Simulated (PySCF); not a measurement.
Gas-phase reaction: 5 CH2 = 2 CH + C3H8

Method: PySCF energies (xtb for GFN2) plus ideal-gas RRHO corrections (1 bar). 'Table' is the NASA 1993 thermochemical table (part measured, part estimated). † marks an energy on the PBE0/def2-TZVP geometry and frequencies; other levels use their own. Open shells (unrestricted): CH2 (multiplicity 3), CH (multiplicity 2); the rest are closed-shell singlets. GFN2 has no spin-polarisation term. Spin-orbit splitting is ignored; it lowers the true energy and changes the entropy of CH. The table's entry may be an old estimate for CH2, CH (not checked at source). Warning, spin contamination: CH (M06-2X/def2-TZVP†, PBE/def2-TZVP†, PBE0/def2-QZVP†, PBE0/def2-SVP†, PBE0/def2-TZVP, r2SCAN/def2-TZVP†, LDA/def2-TZVP†, ωB97M-V/def2-TZVP†, ωB97X-V/def2-TZVP†).

```tsv
level	ΔH°(298 K), kJ
table	-854.0
GFN2-xTB	-1435.3
M06-2X/def2-TZVP†	[?]
PBE/def2-TZVP†	-827.5
PBE0/def2-QZVP†	[?]
PBE0/def2-SVP†	[?]
PBE0/def2-TZVP	[?]
r2SCAN/def2-TZVP†	-730.5
LDA/def2-TZVP†	-982.6
ωB97M-V/def2-TZVP†	-877.5
ωB97X-V/def2-TZVP†	-913.1
```

Question: Complete the blanks.

Answer: 
- M06-2X/def2-TZVP†, ΔH°(298 K), kJ: -816.1
- PBE0/def2-QZVP†, ΔH°(298 K), kJ: -799.5
- PBE0/def2-SVP†, ΔH°(298 K), kJ: -804.4
- PBE0/def2-TZVP, ΔH°(298 K), kJ: -800.9
